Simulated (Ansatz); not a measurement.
System: Sb₂O₃ (Pccn, No. 56). Method: PBEsol-D3(BJ) (PAW; Ansatz, a first-principles code).

Settings: plane-wave cutoff 520 eV, 8×6×4 k mesh (along the axes of the cell as run), Fermi–Dirac smearing 0.01 eV, scalar-relativistic PAW data made under PBE.

Shape and atoms are relaxed at each volume.

The direct gap at Γ against volume; x = 100 ln(V/15.328 Å³). One gap is withheld.

```json
[
 {"V (Å³/atom)": "14.715", "x": "-4.08", "gap (eV)": "1.187"},
 {"V (Å³/atom)": "15.021", "x": "-2.02", "gap (eV)": "1.347"},
 {"V (Å³/atom)": "15.328", "x": "0.00", "gap (eV)": "1.498"},
 {"V (Å³/atom)": "15.634", "x": "1.98", "gap (eV)": "1.640"},
 {"V (Å³/atom)": "15.941", "x": "3.92", "gap (eV)": "?"}
]
```

Question: Fit a straight line to the rows shown, give the volume deformation potential and predict the withheld gap.

Answer: Means of the 4 rows: x̄ = -1.030, ȳ = 1.4180 eV. Σ(x − x̄)(y − ȳ) = 1.5255 and Σ(x − x̄)² = 20.404, so the slope is 0.0748 eV per unit of x, and dE_g/d ln V = 7.5 eV. At x = 3.92: 1.4180 + (0.0748) × (3.92 − (-1.030)) = 1.788 eV. The run gives 1.775 eV, 0.013 eV below the line, as the curve bends the same way over all rows.

Spin–orbit coupling is not included.

Note: the relaxation could not lower the start's symmetry, so the cell can be a saddle point above a distorted one; the volume lies 7 % below that of the published cell; the bulk modulus comes from volumes at which shape and atoms were relaxed.
